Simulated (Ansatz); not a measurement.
Potential energy curve for CH, doublet.

Method: full CI/cc-pVDZ, frozen core run with Ansatz (a quantum-chemistry and plane-wave program).

### Question
Relative to R = 1.13 Å, what are the energies at R = 1.21, 1.69, 1.89, 2.76 Å?

### Answer
4.8 kJ/mol at 1.21 Å, 148.8 kJ/mol at 1.69 Å, 205.3 kJ/mol at 1.89 Å, 306.3 kJ/mol at 2.76 Å.
